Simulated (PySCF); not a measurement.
# Electron affinity of P by level of theory

P⁻ [Ne] 3s2 3p4 (3P) → P [Ne] 3s2 3p3 (4S), as a difference of total energies. All numbers are calculated (PySCF 2.14, no relativity, point nucleus, in def2-QZVPPD (10s6p5d2f1g, 76 functions)). Correlated levels: valence and next inner shell: 1s2 frozen. The calculations carry no spin-orbit coupling.

```tsv
method	electron affinity (eV)
UHF	-0.456
MP2 (valence and next inner shell)	0.336
SCS-MP2 (valence and next inner shell)	0.422
CCSD (valence and next inner shell)	0.438
CCSD(T) (valence and next inner shell)	0.499
```

A first-order spin-orbit estimate (lowest level to lowest level, LS coupling) adds 0.012 eV.

Errors of the correlated levels include the incompleteness of this basis and the frozen core.

A negative affinity means that the anion lies above the atom at that level of theory.

For comparison: 0.747 eV (measured; photodetachment measurements, as compiled on the Wikipedia data page of electron affinities).
